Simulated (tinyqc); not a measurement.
G0W0 on RHF in the sto-3g basis, for H2O, spin multiplicity 1, step by step. One step of it, computed by the program tinyqc.

Question. Integrals over molecular orbitals. (pq|rs) = sum C_ip C_jq C_kr C_ls (ij|kl), one index at a time.

coefficients C:
```
              MO1        MO2        MO3        MO4       MO5        MO6        MO7
1O 1s    0.994210  -0.232240   0.000000   0.110458  0.000000  -0.123501   0.000000
1O 2s    0.025961   0.835947   0.000000  -0.569217  0.000000   0.819273   0.000000
1O 2px   0.000000   0.000000   0.000000   0.000000  1.000000   0.000000   0.000000
1O 2py   0.000000   0.000000   0.630164   0.000000  0.000000   0.000000   0.938317
1O 2pz   0.004513   0.136095   0.000000   0.729775  0.000000   0.808767   0.000000
2H 1s   -0.005610   0.156219   0.453051   0.299129  0.000000  -0.764003  -0.840225
3H 1s   -0.005610   0.156219  -0.453051   0.299129  0.000000  -0.764003   0.840225
```

core Hamiltonian H = T + V (hartree), lower triangle:
```
             1O 1s      1O 2s     1O 2px     1O 2py     1O 2pz      2H 1s      3H 1s
1O 1s   -32.699808
1O 2s    -7.607808  -9.315580
1O 2px    0.000000   0.000000  -7.441918
1O 2py    0.000000   0.000000   0.000000  -7.563683
1O 2pz   -0.020938  -0.247923   0.000000   0.000000  -7.559520
2H 1s    -1.673056  -3.636698   0.000000  -1.790321  -1.850234  -5.035927
3H 1s    -1.673056  -3.636698   0.000000   1.790321  -1.850234  -1.842037  -5.035927
```

Two-electron integrals (ij|kl) in chemists' order, unique and non-zero (hartree):
```
(11|11) 4.785065    (21|11) 0.741380    (21|21) 0.136873    (22|11) 1.118947
(22|21) 0.256633    (22|22) 0.817206    (31|31) 0.024477    (32|31) 0.037809
(32|32) 0.180518    (33|11) 1.115814    (33|21) 0.256684    (33|22) 0.817023
(33|33) 0.880159    (41|41) 0.024477    (42|41) 0.037809    (42|42) 0.180518
(43|43) 0.047444    (44|11) 1.115814    (44|21) 0.256684    (44|22) 0.817023
(44|33) 0.785270    (44|44) 0.880159    (51|51) 0.024477    (52|51) 0.037809
(52|52) 0.180518    (53|53) 0.047444    (54|54) 0.047444    (55|11) 1.115814
(55|21) 0.256684    (55|22) 0.817023    (55|33) 0.785270    (55|44) 0.785270
(55|55) 0.880159    (61|11) 0.164260    (61|21) 0.030061    (61|22) 0.055972
(61|33) 0.055865    (61|41) 0.000988    (61|42) 0.001846    (61|44) 0.056032
(61|51) 0.000971    (61|52) 0.001814    (61|54) 0.000164    (61|55) 0.056026
(61|61) 0.006688    (62|11) 0.390830    (62|21) 0.090722    (62|22) 0.318824
(62|33) 0.313483    (62|41) 0.004846    (62|42) 0.036682    (62|44) 0.321482
(62|51) 0.004763    (62|52) 0.036049    (62|54) 0.007861    (62|55) 0.321208
(62|61) 0.020298    (62|62) 0.152688    (63|31) 0.009598    (63|32) 0.055490
(63|43) 0.007664    (63|53) 0.007532    (63|63) 0.022023    (64|11) 0.198045
(64|21) 0.046576    (64|22) 0.174808    (64|33) 0.166837    (64|41) 0.011784
(64|42) 0.074594    (64|44) 0.186434    (64|51) 0.002148    (64|52) 0.018775
(64|54) 0.011727    (64|55) 0.170960    (64|61) 0.010892    (64|62) 0.101686
(64|64) 0.088979    (65|11) 0.194630    (65|21) 0.045773    (65|22) 0.171794
(65|33) 0.163960    (65|41) 0.002148    (65|42) 0.018775    (65|44) 0.168155
(65|51) 0.011709    (65|52) 0.073941    (65|54) 0.011787    (65|55) 0.183076
(65|61) 0.010704    (65|62) 0.099933    (65|64) 0.065801    (65|65) 0.086690
(66|11) 0.523267    (66|21) 0.123441    (66|22) 0.496616    (66|33) 0.476426
(66|41) 0.008713    (66|42) 0.090244    (66|44) 0.506926    (66|51) 0.008563
(66|52) 0.088688    (66|54) 0.029974    (66|55) 0.505884    (66|61) 0.027881
(66|62) 0.296387    (66|64) 0.225436    (66|65) 0.221549    (66|66) 0.774606
(71|11) 0.164260    (71|21) 0.030061    (71|22) 0.055972    (71|33) 0.055865
(71|41) -0.000988   (71|42) -0.001846   (71|44) 0.056032    (71|51) 0.000971
(71|52) 0.001814    (71|54) -0.000164   (71|55) 0.056026    (71|61) 0.006603
(71|62) 0.019772    (71|64) 0.009664    (71|65) 0.010432    (71|66) 0.026890
(71|71) 0.006688    (72|11) 0.390830    (72|21) 0.090722    (72|22) 0.318824
(72|33) 0.313483    (72|41) -0.004846   (72|42) -0.036682   (72|44) 0.321482
(72|51) 0.004763    (72|52) 0.036049    (72|54) -0.007861   (72|55) 0.321208
(72|61) 0.019772    (72|62) 0.128416    (72|64) 0.058325    (72|65) 0.082037
(72|66) 0.210117    (72|71) 0.020298    (72|72) 0.152688    (73|31) 0.009598
(73|32) 0.055490    (73|43) -0.007664   (73|53) 0.007532    (73|63) 0.018064
(73|73) 0.022023    (74|11) -0.198045   (74|21) -0.046576   (74|22) -0.174808
(74|33) -0.166837   (74|41) 0.011784    (74|42) 0.074594    (74|44) -0.186434
(74|51) -0.002148   (74|52) -0.018775   (74|54) 0.011727    (74|55) -0.170960
(74|61) -0.009664   (74|62) -0.058325   (74|64) -0.008764   (74|65) -0.036364
(74|66) -0.082721   (74|71) -0.010892   (74|72) -0.101686   (74|74) 0.088979
(75|11) 0.194630    (75|21) 0.045773    (75|22) 0.171794    (75|33) 0.163960
(75|41) -0.002148   (75|42) -0.018775   (75|44) 0.168155    (75|51) 0.011709
(75|52) 0.073941    (75|54) -0.011787   (75|55) 0.183076    (75|61) 0.010432
(75|62) 0.082037    (75|64) 0.036364    (75|65) 0.069685    (75|66) 0.147915
(75|71) 0.010704    (75|72) 0.099933    (75|74) -0.065801   (75|75) 0.086690
(76|11) 0.181679    (76|21) 0.042615    (76|22) 0.163812    (76|33) 0.159514
(76|44) 0.162073    (76|51) 0.003429    (76|52) 0.031369    (76|55) 0.169671
(76|61) 0.009475    (76|62) 0.080289    (76|64) 0.045814    (76|65) 0.059072
(76|66) 0.165403    (76|71) 0.009475    (76|72) 0.080289    (76|74) -0.045814
(76|75) 0.059072    (76|76) 0.052004    (77|11) 0.523267    (77|21) 0.123441
(77|22) 0.496616    (77|33) 0.476426    (77|41) -0.008713   (77|42) -0.090244
(77|44) 0.506926    (77|51) 0.008563    (77|52) 0.088688    (77|54) -0.029974
(77|55) 0.505884    (77|61) 0.026890    (77|62) 0.210117    (77|64) 0.082721
(77|65) 0.147915    (77|66) 0.369397    (77|71) 0.027881    (77|72) 0.296387
(77|74) -0.225436   (77|75) 0.221549    (77|76) 0.165403    (77|77) 0.774606
```

Give: one-electron integrals over orbitals h = C^T H C; Two-electron integrals over orbitals.

Answer.

one-electron integrals over orbitals h = C^T H C (hartree), lower triangle:
```
         1       2       3       4       5       6       7
1  -32.682
2    0.555  -7.665
3    0.000   0.000  -6.359
4   -0.253   0.471   0.000  -6.875
5    0.000   0.000   0.000   0.000  -7.442
6    0.282  -1.364   0.000  -1.157   0.000  -5.464
7    0.000   0.000  -1.667   0.000   0.000   0.000  -5.523
```

Two-electron integrals over orbitals (pq|rs), unique and non-zero (hartree):
```
(11|11) 4.745       (21|11) -0.416      (21|21) 0.058       (22|11) 1.004
(22|21) -0.013      (22|22) 0.731       (31|31) 0.012       (32|31) 0.018
(32|32) 0.142       (33|11) 0.809       (33|21) -4.55e-03   (33|22) 0.649
(33|33) 0.635       (41|11) 0.197       (41|21) -0.024      (41|22) 0.017
(41|33) 0.007       (41|41) 0.028       (42|11) -0.143      (42|21) 0.010
(42|22) 1.65e-03    (42|33) 4.39e-03    (42|41) 0.017       (42|42) 0.123
(43|31) -4.22e-03   (43|32) 0.017       (43|43) 0.050       (44|11) 0.973
(44|21) -0.013      (44|22) 0.664       (44|33) 0.596       (44|41) -0.010
(44|42) -0.101      (44|44) 0.754       (51|51) 0.026       (52|51) 0.032
(52|52) 0.144       (53|53) 0.029       (54|51) -0.014      (54|52) -0.050
(54|54) 0.057       (55|11) 1.115       (55|21) -0.012      (55|22) 0.747
(55|33) 0.632       (55|41) 0.006       (55|42) -0.076      (55|44) 0.715
(55|55) 0.880       (61|11) -0.222      (61|21) 0.034       (61|22) 1.07e-03
(61|33) 8.87e-04    (61|41) -9.46e-05   (61|42) 0.021       (61|44) -0.020
(61|55) -0.006      (61|61) 0.031       (62|11) 0.302       (62|21) -0.006
(62|22) 0.144       (62|33) 0.082       (62|41) 0.019       (62|42) 0.019
(62|44) 0.076       (62|55) 0.156       (62|61) 0.009       (62|62) 0.104
(63|31) 3.80e-03    (63|32) -0.029      (63|43) -0.027      (63|63) 0.062
(64|11) 0.237       (64|21) -3.00e-03   (64|22) 0.098       (64|33) 0.048
(64|41) -9.14e-05   (64|42) -0.049      (64|44) 0.130       (64|55) 0.127
(64|61) -2.73e-03   (64|62) 0.057       (64|64) 0.082       (65|51) 0.015
(65|52) 0.056       (65|54) -3.82e-04   (65|65) 0.038       (66|11) 0.829
(66|21) -0.007      (66|22) 0.627       (66|33) 0.577       (66|41) 0.021
(66|42) 0.052       (66|44) 0.559       (66|55) 0.600       (66|61) 0.010
(66|62) 0.104       (66|64) 0.047       (66|66) 0.609       (71|31) 0.015
(71|32) 0.022       (71|43) -0.006      (71|63) 4.35e-03    (71|71) 0.019
(72|31) 0.014       (72|32) 0.039       (72|43) -0.038      (72|63) 0.036
(72|71) 0.017       (72|72) 0.061       (73|11) 0.358       (73|21) -0.007
(73|22) 0.132       (73|33) 0.090       (73|41) -8.18e-04   (73|42) -0.085
(73|44) 0.148       (73|55) 0.188       (73|61) -0.007      (73|62) 0.074
(73|64) 0.089       (73|66) 0.040       (73|73) 0.158       (74|31) -0.010
(74|32) -0.081      (74|43) -1.12e-03   (74|63) 0.043       (74|71) -0.013
(74|72) -0.014      (74|74) 0.074       (75|53) 0.023       (75|75) 0.023
(76|31) 0.008       (76|32) 0.091       (76|43) 0.049       (76|63) -0.054
(76|71) 0.010       (76|72) -0.014      (76|74) -0.060      (76|76) 0.108
(77|11) 0.840       (77|21) -0.008      (77|22) 0.618       (77|33) 0.608
(77|41) 4.65e-03    (77|42) -0.008      (77|44) 0.594       (77|55) 0.613
(77|61) -3.79e-03   (77|62) 0.065       (77|64) 0.038       (77|66) 0.571
(77|73) 0.078       (77|77) 0.611
```
